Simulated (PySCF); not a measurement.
**HF: geometry, core binding energies**

What core binding energies should HF (`F`) show?

Programs: PySCF 2.14.0, with density-fitted response routines of our own. Each step states its level of theory. These are calculated values for one molecule in the gas phase, unless marked as measured. Atoms count from 0, in the outputs and in this text.

## 1. The starting structure

2 atoms, charge 0, multiplicity 1; geometry from: GFN2-xTB.

Bonds of the start (Å): F0–H1 0.93.

## 2. Optimising the geometry at PBE0-D3(BJ)/def2-TZVP

The job: settings as JSON, then the geometry in Å.

```
{"job": {"xc": "PBE0", "basis": "def2-TZVP", "d3": "d3bj", "grid": 2, "kind": "geom"}, "charge": 0, "multiplicity": 1}
F      0.000000     0.000000     0.000000
H      0.000000     0.000000     0.932460
```

Standard output:

```text
step   0  E = -100.39179308  max force = 0.014036
step   1  E = -100.39195996  max force = 0.000495
step   2  E = -100.39196015  max force = 0.000023
optimisation converged
```

Wall time 1.9 s (1 thread of Arm Neoverse N1, shared host).

The steps of the relaxation:

```csv
step,energy from step 0 (eV),largest force component (eV/Å)
0,0.0000,0.7218
1,-0.0045,0.0255
2,-0.0045,0.0012
```

The bond:

```csv
bond,before (Å),after (Å),change (Å)
F0–H1,0.932,0.920,-0.012
```

The next job starts from the end point, and lists it.

```csv
at the end point,value
point group (found at 0.08 Å tolerance),C∞v
"rotational constants (GHz, main isotopes)","623.9, 623.9"
dipole moment (D),1.93
```

## 3. Core-electron binding energies: SCAN, X2C

The job: settings as JSON, then the geometry in Å.

```
{"job": {"kind": "xps", "metal_2p": true}, "charge": 0, "multiplicity": 1}
F      0.000000    -0.000000     0.006224
H     -0.000000     0.000000     0.926236
```

Method: delta-SCF UKS SCAN, pcX-2 on the ionised atom (unc-x2c-TZVPall on a metal), pcseg-1 elsewhere, spin-free X2C.

Standard output:

```text
ground state, core basis on atom 0 (F), 50 functions
  cycle   1  E = -100.49888055  |g| = 5.89e-01
  cycle   2  E = -100.42211349  |g| = 9.83e-01
  cycle   3  E = -100.54813721  |g| = 2.43e-02
  cycle   4  E = -100.54819368  |g| = 5.03e-03
  cycle   5  E = -100.54819688  |g| = 7.82e-04
  cycle   6  E = -100.54819714  |g| = 2.37e-05
  E(ground) = -100.54364466 Eh
hole in F 1s of atom 0
  cycle   1  E = -74.20337584  |g| = 2.56e+00
  cycle   2  E = -74.31364088  |g| = 1.98e+00
  cycle   3  E = -75.02602766  |g| = 2.13e-01
  cycle   4  E = -75.03285561  |g| = 1.33e-02
  cycle   5  E = -75.03287838  |g| = 5.30e-03
  cycle   6  E = -75.03288558  |g| = 7.41e-04
  cycle   7  E = -75.03288567  |g| = 1.57e-04
  E(ion) = -75.03531077 Eh   <S^2> = 0.7564   hole on atom = 1.000   binding energy = 694.117 eV
```

It took 0.8 s on 1 thread of Arm Neoverse N1, shared host.

Binding energies by hole, beside the orbital energy of the ground state; the difference holds orbital relaxation and, for a density functional, its self-interaction error:

```csv
hole,stands for,environment,ΔSCF (eV),−ε (eV),⟨S²⟩
F1s on F0,F0,fluorine bonded to H,694.12,666.5,0.756
```

## 4. What came out

| quantity | value |
| --- | --- |
| point group | C∞v |
| rotational constants (main isotopes) | 623.87, 623.87 GHz |
| F1s binding energies, SCAN/pcX-2 | F0 694.12 eV |

Relaxing lowered the energy by 0.005 eV in 2 steps; the close pair that moved most is F0–H1, from 0.932 to 0.920 Å.
